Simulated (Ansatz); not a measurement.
The input, for Ansatz 0.2.0:

```yaml
crystal:
  periodic: [false, false, false]
  atoms:
    - {symbol: N, position_ang: [-0.767330, 0.007230, 0.007201]}
    - {symbol: C, position_ang: [0.635942, -0.005992, -0.005968]}
    - {symbol: H, position_ang: [1.018747, -1.037854, -0.004565]}
    - {symbol: H, position_ang: [1.041604, 0.508718, 0.878222]}
    - {symbol: H, position_ang: [1.024810, 0.500066, -0.902610]}
basis:
  gaussian: {orbitals: cc-pVDZ}
total_charge: 1
magnetization: {spin_polarized: false, initial_magnetization: 1}
correlation: {method: mp2, electrons: outside_noble_gas}
scf: {lower_state_search: off}
```

```sh
$ ansatz run in.yaml --threads 1 --pin off --events-out ev --progress --plain --max-ram 2393MiB
```

The program prints:

```
these checks for a lower state are left out or cut short: stability, starts, cluster_reference, orbital_swaps, neighbouring_geometries, increment
396 factors; integrals over basis functions are off by at most 9.2e-4 eV
mean field evaluation 1: about -2545.1474 eV, gradient 2.2e1 eV
mean field evaluation 2: about -2545.1488 eV, gradient 2.2e1 eV
mean field evaluation 4: about -2547.1245 eV, gradient 2.8e0 eV
mean field evaluation 8: about -2547.1850 eV, gradient 1.2e-1 eV
mean field -2547.18514829 eV, -93.6073276555 hartree, gradient 2.6e-6 eV, S^2 0.750000; 0 other end points of the search recorded, 0 dependent functions left out
2 core orbitals not correlated: weight in the atoms' cores, before any rotation towards them, 1.000 or more for the frozen orbitals, at most 0.000 for the correlated occupied ones
reference -2547.18514829 eV, -93.6073276555 hartree; 6, 5 occupied and 35, 36 virtual orbitals, 396 factors
second order -6.55448443 eV of doubles, -0.09270430 eV of singles
Total energy: -2553.83233701 eV, -93.8516073354 hartree
Checks for a lower state left out: stability, starts, cluster_reference, orbital_swaps, neighbouring_geometries, increment
```

Ran on 1 thread of Intel Xeon, shared host: 0.18 s wall, 0.09 GiB peak host memory.
